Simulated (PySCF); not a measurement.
NO, SMILES [N]=O (connectivity only; charge and spin as stated), charge +1, multiplicity 1. Geometry optimised at PBE0-D3(BJ)/def2-TZVPD.

PySCF 2.14.0 with TDA-B3LYP/def2-TZVPD puts the lowest singlet excitations at 10.22, 10.22, 10.70, 11.18, 11.18, 16.07 eV.

### Question
What are the lowest excitation roots from PySCF with ADC(2)/aug-cc-pVDZ? (Estimate from the structure and the level; the computed values follow.)

### Answer
10.52, 10.52, 11.69, 12.28, 12.28, 16.08 eV. S1 differs by 0.30 eV (second minus first; roots are paired by order, and the bases may differ).
